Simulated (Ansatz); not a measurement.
`O[SiH]` and `O[Si]S` differ in one atom or group.

Ansatz, PBE0-D4/def2-TZVP geometries, multiplicity 1. Each molecule was computed in one conformer, which needn't be the lowest.

| property | `O[SiH]` |
| --- | --- |
| HOMO energy (ωB97M-V/def2-TZVPP) / eV | -8.58 |
| HOMO energy (PBE0/def2-TZVPP) / eV | -6.47 |
| LUMO energy (PBE/def2-TZVPP) / eV | -2.91 |
| zero-point energy (PBE0-D4/def2-TZVP) / kJ/mol | 54.9 |
| size of the dipole moment (B3LYP/def2-TZVPP) / D | 1.28 |
| size of the dipole moment (ωB97M-V/def2-TZVPP) / D | 1.31 |

Q: Give the same properties after the change, and the shifts. (Best estimate.)

A: Computed: 
| property | `O[Si]S` | shift |
| --- | --- | --- |
| HOMO energy (ωB97M-V/def2-TZVPP) / eV | -9.15 | -0.57 |
| HOMO energy (PBE0/def2-TZVPP) / eV | -7.09 | -0.62 |
| LUMO energy (PBE/def2-TZVPP) / eV | -2.50 | 0.41 |
| zero-point energy (PBE0-D4/def2-TZVP) / kJ/mol | 61.4 | 6.5 |
| size of the dipole moment (B3LYP/def2-TZVPP) / D | 1.81 | 0.53 |
| size of the dipole moment (ωB97M-V/def2-TZVPP) / D | 1.77 | 0.46 |

With PBE0 the HOMO falls by 0.62 eV and the LUMO rises by 0.34 eV, so the gap widens by about 0.96 eV. PBE moves the HOMO by -0.67 eV and ωB97M-V by -0.57 eV. The zero-point energy changes by 6.5 kJ/mol with +3 modes. Dipoles are sizes alone; their direction can turn.

B3LYP here is the variant with VWN-RPA as its local correlation; programs differ in this.
